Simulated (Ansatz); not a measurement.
Results of PBE (Ansatz, a program for electronic structure, plane waves, PAW) for black phosphorus.

Numerical settings: plane-wave cutoff 500 eV, 10×10×8 k mesh (along the axes of the cell as run), gaussian smearing 0.02 eV, scalar-relativistic PAW data made under PBE.

Computed at the level's own relaxed cell.

Problem. Predict the lattice parameter b, volume per atom and lattice parameter c.

Solution. 
* **lattice parameter b**: 11.304 Å
* **volume per atom**: 21.35 Å³/atom
* **lattice parameter c**: 4.565 Å

Measured, for comparison: equilibrium volume per atom 18.97 Å³/atom (temperature not stated, not corrected to a static lattice; as tabulated in Appalakondaiah et al. (2012), arXiv:1211.3512). Computed (rounded) less measured: equilibrium volume per atom +12.5 %.

Note: the cell comes from a level without a dispersion term, which matters for the spacing of layers, chains or molecules.

Cost on a shared machine: around 100 core-seconds (rough).
